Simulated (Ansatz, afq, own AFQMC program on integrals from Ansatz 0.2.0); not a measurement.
**Where AFQMC and coupled cluster stand for AlH4⁻, singlet**

```xyz
5

Al   -0.0273    0.0273    0.0271
H     0.9228    0.9786    0.9777
H    -0.9811   -0.9200    0.9778
H    -0.9747    0.9773   -0.9274
H     1.7625   -1.7674   -1.7542
```

Basis 6-31++G**. Only valence electrons are correlated. Ansatz 0.2.0 and our own AFQMC program on the same integrals; the CISD trial comes from CCSD amplitudes, and released means the phaseless constraint is let go. Uncertainties: one standard error, sampling alone.

Determinant: RHF, the one that the program's search chose, which needn't be the lowest solution. The geometry is a point of a scan.

No full CI on the walks' own integrals is used here; CCSDT(Q) serves as the reference and is uncertain by about the last step of the cluster series.

Cautions: higher spins were not checked; restricted determinant unstable towards unrestricted (UHF 25 meV lower, ⟨S²⟩ 0.23); raised T1 diagnostic (T1 0.034, weight of the determinant 0.88, largest double 0.13); the released energies are still falling, so no released level is given (meV from the phaseless value at times in 1/Eh: -2 ± 8 at 0.24, 3 ± 6 at 0.51, -3 ± 7 at 0.99, -11 ± 7 at 1.62, -22 ± 13 at 2.40), though the last usable value meets CCSDT(Q) within the noise.

```
T1 diagnostic                               : 0.0343
weight of the determinant in the CISD state : 0.882
size of the correlated space                : 8 electrons in 42 orbitals
```

Reference: CCSDT(Q), correlation energy -3.467 eV.

```csv
level,E − E(reference) (kcal/mol),share of correlation (%)
HF,79.94,0.00
MP2,21.43,73.19
CCSD,2.08,97.40
CCSD(T),0.52,99.36
CCSDT,0.03,99.96
ph-AFQMC/CISD,0.29 ± 0.17,99.64
```

A walk keeps the symmetry of its determinant, which the program's search chose and which needn't be the lowest solution, so a lower state of the same spin and another symmetry isn't excluded.
